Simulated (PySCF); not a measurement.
Work out the structure from these simulated measurements.

Elements present: C, F, H and N. Monoisotopic mass: 91.0234 u.

- Dipole: 3.28 D [B97-2/pcSseg-2]
- 13C NMR: chemical shifts (computed TMS as zero) by class: 119.9 (1 C), 117.5 (1 C), 27.6 (1 C) ppm [GIAO B97-2/pcSseg-2]
- Rotational structure: rotational constants A, B, C: 5.226, 2.908, 2.852 GHz [PBE0-D3(BJ)/def2-TZVP]
- NMR, other nuclei: isotropic shieldings of nuclei other than C and H, by class: -38 (1 N), 276 (2 F) ppm [GIAO B97-2/pcSseg-2]
- 1H NMR: chemical shifts (computed TMS as zero) by class: 1.83 (3 H) ppm [GIAO B97-2/pcSseg-2]

Gas-phase values; electronic properties from PySCF, density fitting. Levels stand in brackets. Geometry: PBE0-D3(BJ)/def2-TZVP; no solvent, vibrations or thermal averaging. NMR values are class means; diastereotopic atoms form classes of their own.

**Question.** Which formula fits the mass and the elements?

**Answer.** C3H3F2N (calculated 91.0234). No other formula that holds each of these elements comes within 0.0003 u with a fitting electron parity and a possible valence count.

**Question.** What is the compound? Reason from the data.

**Answer.** Numbering: `[CH3:1][C:2]([F:3])([F:4])[C:5]#[N:6]`. Its formula, C3H3F2N, gives 2 degrees of unsaturation: 0 rings and 2 π bonds in the structure found. 3 carbons fall into 3 classes; from least to most shielded: nitrile carbon [C5] (119.9 ppm), CF2 carbon [C2] (117.5 ppm), methyl carbon [C1] (27.6 ppm). All hydrogens form one class (1.83 ppm): methyl hydrogen. The other shieldings belong to: -38 ppm, nitrile nitrogen [N6]; 276 ppm, fluorine of a CF2 group [F3/F4]. The optimised geometry has point group Cs and is an asymmetric top. Structure: CH3CF2CN, `CC(F)(F)C#N`. The assignments are read from this structure; whether some other isomer fits the data as well wasn't checked.
